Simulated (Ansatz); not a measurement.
The input, for Ansatz 0.2.0:

```yaml
crystal:
  periodic: [false, false, false]
  atoms:
    - {symbol: Al, position_ang: [0.000000, 0.000000, 2.238600]}
    - {symbol: Al, position_ang: [0.000000, 0.000000, -0.316100]}
    - {symbol: O, position_ang: [0.000000, 0.000000, -1.922500]}
basis:
  gaussian: {orbitals: cc-pVDZ}
correlation: {active_space: {ras: {orbitals: [6, 0, 33], electrons: 12, max_holes: 2, max_particles: 2}, fixed_orbitals: true}}
```

```sh
$ ansatz run in.yaml --threads 1 --pin off --events-out ev --progress --plain --max-ram 2393MiB
```

Output:

```
491 factors; integrals over basis functions are off by at most 7.3e-4 eV
mean field evaluation 1: about -15192.1239 eV, gradient 5.7e1 eV
mean field evaluation 2: about -15192.2009 eV, gradient 5.8e1 eV
mean field evaluation 4: about -15200.3285 eV, gradient 1.1e1 eV
mean field evaluation 8: about -15201.3595 eV, gradient 1.0e0 eV
mean field evaluation 16: about -15201.3717 eV, gradient 2.6e-6 eV
mean field -15201.37167220 eV, -558.6401050937 hartree, gradient 2.6e-6 eV, S^2 0.000000; 0 other end points of the search recorded, 0 dependent functions left out
reference -15201.37167220 eV, -558.6401050937 hartree; 17, 17 occupied and 33, 33 virtual orbitals, 491 factors
state -15209.00648538 eV, -558.9206793029 hartree
Total energy: -15209.00648538 eV, -558.9206793029 hartree
```

Natural occupations: 1.9858 1.9690 1.9567 1.9567 1.9563 1.9408 0.0386 0.0386 0.0306 0.0219 0.0219 0.0110 0.0100 0.0100 0.0096 0.0054 0.0039 0.0039 0.0036 0.0035 0.0033 0.0033 0.0022 0.0022.

Ran on 1 thread of Arm Neoverse V1, shared host: 1.3 s wall, 0.22 GiB peak host memory.
